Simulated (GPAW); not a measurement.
# P4 (SMILES P12P3P1P23) at optB88-vdW/real-space grid (scalar-relativistic datasets)

Wanted: a geometry optimisation of P4. The job is set up through an ASE script.

Program for the calculation: GPAW 26.7.0.

2 further runs of the same task are left out: 1 that didn't finish, 1 set aside as unsound or not needed.

## 1. The structure to begin with

P4: 4 atoms, total charge 0, spin state singlet. SMILES: `P12P3P1P23`. All atoms were displaced at random from a relaxed shape. The run starts from this shape.

Bond lengths: P1–P2 2.206 Å, P1–P3 2.164 Å, P1–P4 2.182 Å, P2–P4 2.251 Å, P3–P4 2.229 Å. Some angles: P1–P2–P4 58.6°, P2–P1–P3 62.7°, P2–P1–P4 61.7°, P3–P1–P4 61.7°, P1–P3–P4 59.5°, P1–P4–P2 59.7°.

## 2. A structure relaxation at optB88-vdW/real-space grid (scalar-relativistic datasets)

The input, mol_relax.py:

```python
import numpy as np
from ase import Atoms
from ase.io import write
from ase.optimize import LBFGSLineSearch
from ase.units import Bohr
from gpaw import GPAW

positions_bohr = np.array(
              [[ -1.241645,  -0.329217,   2.121136],
               [  2.632419,   0.193015,   0.671501],
               [ -0.318640,  -2.113891,  -1.440345],
               [ -0.701455,   2.072542,  -1.185605]])
system = Atoms(["P", "P", "P", "P"], positions=positions_bohr * Bohr)
system.center(vacuum=4.5)

gpaw_calc = GPAW(mode="fd",
                 xc={"name": "optB88-vdW", "backend": "libvdwxc"},
                 legacy_gpaw=True,
                 maxiter=100,
                 symmetry="off",
                 occupations={"name": "fermi-dirac", "width": 0.02},
                 h=0.2,
                 txt="mol.txt")
system.calc = gpaw_calc

opt = LBFGSLineSearch(system, trajectory="mol.traj")
converged = opt.run(fmax=0.02, steps=60)
print("Converged:", converged)
print(f"Final energy = {system.get_potential_energy():.5f} eV")
print(f"r(P1-P0) = {system.get_distance(1, 0):.4f} Ang")
print(f"r(P2-P1)                {system.get_distance(2, 1):.4f} Ang")
write("relaxed.xyz", system)
```

Run with:

```bash
$ python mol_relax.py > mol_relax.log
```

Output:

```text
Step     Time          Energy          fmax
LBFGSLineSearch:    0 hh:mm:ss      -56.021038        1.133700
LBFGSLineSearch:    1 hh:mm:ss      -56.070007        0.235165
LBFGSLineSearch:    2 hh:mm:ss      -56.072255        0.065605
LBFGSLineSearch:    3 hh:mm:ss      -56.072440        0.048400
LBFGSLineSearch:    4 hh:mm:ss      -56.072547        0.027093
LBFGSLineSearch:    5 hh:mm:ss      -56.072600        0.029427
LBFGSLineSearch:    6 hh:mm:ss      -56.072821        0.055938
LBFGSLineSearch:    7 hh:mm:ss      -56.073038        0.083074
LBFGSLineSearch:    8 hh:mm:ss      -56.073342        0.024662
LBFGSLineSearch:    9 hh:mm:ss      -56.073425        0.006816
Converged: True
Final energy = -56.07342 eV
r(P1-P0) = 2.2208 Ang
r(P2-P1)                2.2207 Ang
```

mol.txt:

```text
___ ___ ___ _ _ _
 |   |   |_  | | | |
 | | | | | . | | | |
 |__ |  _|___|_____|  26.7.0
 |___|_|

units:  Angstrom and eV
cores:  1
OpenMP: False

Versions:
  Python: 3.12.14
  ASE:    3.29.0
  Numpy:  2.5.5
  Scipy:  1.18.1
  Libxc:  7.0.0

        _gpaw.cpython-312-aarch64-linux-gnu.so

Input parameters:
  h: 0.2
  maxiter: 100
  mode: fd
  occupations: {name: fermi-dirac,
                width: 0.02}
  symmetry: off
  xc: {backend: libvdwxc,
       name: optB88-vdW}

System changes: positions, numbers, cell, pbc, initial_charges, initial_magmoms

Initialize ...

species:
  P:
    name:    Phosphorus
    Z:       15.0
    valence: 5
    core:    10
    charge:  0.0  # [|e|]
    file:    P.PBE.gz
    compensation charges:
      type: gauss
      rc: 0.30  # [Å]
      lmax: 2
    cutoffs:
      filter: 1.69  # [Å]
      core: 1.81  # [Å]
    projectors
    | kind |    occ | energy [eV] | rcut [Å] |
    |------|--------|-------------|----------|
    |   3s |  2.000 |     -13.968 |    0.953 |
    |   3p |  3.000 |      -5.506 |    0.953 |
    |    s |        |      13.244 |    0.953 |
    |    p |        |      21.705 |    0.953 |
    |    d |        |       0.000 |    0.953 |

    Using partial waves for P as LCAO basis

Reference energy: -37211.654635  # eV

Spin-paired calculation

Convergence criteria:
[... 5 lines left out ...]
 the SCF output indicates the quantity has converged.)
[... 77 lines left out ...]
Bands to converge: occupied
[... 59 lines left out ...]
Dipole moment: (-0.006028, -0.000175, 0.003208) |e|*Ang
[... 14 lines left out ...]
Non-local optB88 correlation energy: 4.113017
[... 28 lines left out ...]
Converged after 11 iterations.
[... 13 lines left out ...]
Free energy:    -56.073425
[... 3 lines left out ...]
Semilocal GGA_X_OPTB88_VDW+LDA_C_PW energy: -208.667716
[... 106 lines left out ...]
Total:                                               353.295 100.0%
```

Run time: 5.9 min. Hardware: 1 thread of Arm Neoverse V2, shared host; peak memory 0.71 GiB.

Step by step:

```
step  energy from the first frame kept (eV)  largest force (eV/Å)
   0                                 0.0000                1.1337
   1                                -0.0490                0.2352
   2                                -0.0512                0.0656
   3                                -0.0514                0.0484
   4                                -0.0515                0.0271
   5                                -0.0516                0.0294
   6                                -0.0518                0.0559
   7                                -0.0520                0.0831
   8                                -0.0523                0.0247
   9                                -0.0524                0.0068
```

After the run. Bond lengths: P1–P2 2.221 Å, P1–P3 2.220 Å, P2–P3 2.221 Å, P1–P4 2.220 Å, P2–P4 2.220 Å, P3–P4 2.220 Å. Some angles: P1–P2–P3 60.0°, P1–P2–P4 60.0°, P3–P2–P4 60.0°, P2–P1–P3 60.0°, P2–P1–P4 60.0°, P3–P1–P4 60.0°, P1–P3–P2 60.0°, P1–P3–P4 60.0°, P2–P3–P4 60.0°, P1–P4–P2 60.0°.

## 3. What came out

Level: optB88-vdW/real-space grid (scalar-relativistic datasets).

```
                                              quantity        value
energy as printed (from the program's reference atoms)  -56.0734 eV
                                         dipole moment       0.00 D
                                           HOMO energy     -6.66 eV
                                           LUMO energy     -1.85 eV
                                         HOMO–LUMO gap      4.81 eV
```

**Reading.** At the final geometry: Bond lengths: P1–P2 2.221 Å, P1–P3 2.220 Å, P2–P3 2.221 Å, P1–P4 2.220 Å, P2–P4 2.220 Å, P3–P4 2.220 Å. Some angles: P1–P2–P3 60.0°, P1–P2–P4 60.0°, P3–P2–P4 60.0°, P2–P1–P3 60.0°, P2–P1–P4 60.0°, P3–P1–P4 60.0°, P1–P3–P2 60.0°, P1–P3–P4 60.0°, P2–P3–P4 60.0°, P1–P4–P2 60.0°. The optimisation took 9 steps and changed the energy by -0.052 eV.
